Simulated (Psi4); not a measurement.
Reaction (SMILES): F[C]F (closed-shell singlet) + 3 [H][H] (H2) → C (CH4) + 2 F (HF)
B3LYP-D3(BJ)/def2-TZVP geometries, fixed; electronic energies without zero-point terms.

The energy of full hydrogenation at MP2 with Psi4, in kcal/mol, split into its Hartree-Fock and correlation parts. Density fitting with the program's default auxiliary sets. Cores are frozen. No added dispersion term, no relativity. Functions are those of the species that has most.

| basis | X | functions | Hartree-Fock | MP2 |
|---|---|---|---|---|
| aug-cc-pVDZ | 2 | 69 | -118.98 | -125.99 |
| aug-cc-pVTZ | 3 | 138 | -111.73 | -121.83 |
| aug-cc-pVQZ | 4 | 264 | -111.50 | -122.24 |

Worked estimate of the basis-set limit from each neighbouring pair, with Hartree-Fock from the larger set and the correlation part extrapolated as X^-3.
Correlation parts: X = 2: -7.01, X = 3: -10.10, X = 4: -10.74.
- (2,3): (27·(-10.10) - 8·(-7.01))/19 = -11.40; with Hartree-Fock -111.73 the estimate is -123.13 kcal/mol.
- (3,4): (64·(-10.74) - 27·(-10.10))/37 = -11.21; with Hartree-Fock -111.50 the estimate is -122.71 kcal/mol.
The last two estimates differ by 0.42 kcal/mol; the largest set lies 0.47 from the last. Over the last step Hartree-Fock moves by 0.23 and the correlation part by -0.64.
